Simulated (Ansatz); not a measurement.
Input and output for `[BH2][AlH][OH]`.

```yaml
crystal:
  periodic: [false, false, false]
  atoms:
    - {symbol: B, position_ang: [-1.326007, 0.393266, -0.689164]}
    - {symbol: Al, position_ang: [0.427957, 0.060411, 0.543897]}
    - {symbol: O, position_ang: [1.617156, -0.999640, -0.091067]}
    - {symbol: H, position_ang: [-2.313709, -0.321291, -0.629766]}
    - {symbol: H, position_ang: [-1.432176, 1.311514, -1.503200]}
    - {symbol: H, position_ang: [0.585155, 0.781051, 1.986433]}
    - {symbol: H, position_ang: [2.395969, -1.103884, 0.310541]}
basis:
  gaussian: {orbitals: aug-cc-pVTZ}
hamiltonian: {xc: {name: r2SCAN}, dispersion: rvv10}
scf: {lower_state_search: full}
```

```sh
$ ansatz run in.yaml --threads 2 --pin off --events-out ev --progress --plain --max-ram 4352MiB
```

It prints (some lines left out):

```
Functional definition: r2SCAN+rVV10
1062 factors; their error is unknown
mean field evaluation 1: about -9374.5027 eV, gradient 6.9e1 eV
mean field evaluation 2: about -9325.8496 eV, gradient 1.5e2 eV
mean field evaluation 4: about -9382.6294 eV, gradient 8.2e0 eV
mean field evaluation 8: about -9382.8521 eV, gradient 1.4e-1 eV
mean field evaluation 16: about -9382.8283 eV, gradient 9.6e-5 eV
mean field -9382.82828129 eV, -344.8125794280 hartree, gradient 2.1e-5 eV, S^2 0.000000; 1 other end points of the search recorded, 0 dependent functions left out
reference -9382.82830066 eV, -344.8125801398 hartree; 15, 15 occupied and 219, 219 virtual orbitals, 1062 factors
Total energy: -9382.82830066 eV, -344.8125801398 hartree
```

It took 15 s on 2 threads of an Arm Neoverse V1 on a shared host, with 0.37 GiB of host memory at the peak.
